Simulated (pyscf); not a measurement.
H₂Al–PH₂ + H₂ -> H₂Al–PH₂ + H₂ (four-centre exchange; singlet surface; H–P, H–H broken, H–P, H–H formed). Optimised with ωB97X-D3(BJ)/def2-SVP in PySCF. Energies in eV from the separated reactants.

```csv
level,barrier,reaction energy
ωB97X-D3(BJ)/def2-TZVP,___,0.00
PBE/def2-TZVP,2.86,0.00
r²SCAN/def2-TZVP,3.09,0.00
B3LYP-D3(BJ)/def2-TZVP,3.22,0.00
ωB97M-D3(BJ)/def2-TZVP,3.30,0.00
HF/def2-TZVP,___,0.00
```

Problem. Fill in the missing entries.

Solution. 
- ωB97X-D3(BJ)/def2-TZVP, barrier: 3.40
- HF/def2-TZVP, barrier: 4.37

The functionals in the table span 0.54 eV in this barrier, from PBE to ωB97X-D3(BJ)/def2-TZVP. One saddle was located; it need not be the lowest between these sides.
